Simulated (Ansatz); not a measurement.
The same path of CH₆BN (9 atoms, charge 0, multiplicity 1) was run twice with different band settings. The coordinate that changes most is the dihedral H4–B1–N2–C3.

The calculation used RKS PBE/def2-SVP in Ansatz 0.2.0.

Relaxed end points:

```xyz
9
Properties=species:S:1:pos:R:3
B -0.810 0.745 -0.895
N 0.123 0.492 0.112
C 0.566 -0.800 0.607
H -1.344 -0.196 -1.456
H -1.063 1.901 -1.181
H 0.568 1.285 0.581
H 0.051 -1.603 0.046
H 1.662 -0.939 0.481
H 0.336 -0.932 1.687
```

```xyz
9
Properties=species:S:1:pos:R:3
B -0.810 0.745 -0.895
N 0.122 0.491 0.113
C 0.566 -0.800 0.607
H -1.062 1.902 -1.180
H -1.342 -0.196 -1.458
H 0.565 1.285 0.584
H 0.050 -1.603 0.047
H 1.662 -0.939 0.478
H 0.338 -0.932 1.687
```

Common settings: spring 5.0 eV/Å²; optimiser quadratic models (default); start path through a guess of the saddle point; force threshold 0.05 eV/Å; iteration limit 60; end points relaxed.

| run | movable images | climbing image |
| --- | --- | --- |
| 1 | 7 | yes |
| 2 | 6 | no |

**Question.** What does each run give, and how far can it be trusted?

**Answer.** Run 1: converged after 14 iterations, highest image 1.601 eV above the first end. A vibrational analysis at the climbing image gives one clearly imaginary mode, 737i cm⁻¹: a first-order saddle point.
Run 2: converged after 16 iterations, highest image 1.485 eV above the first end. No image climbed, so the highest image needn't sit at the top of the path.
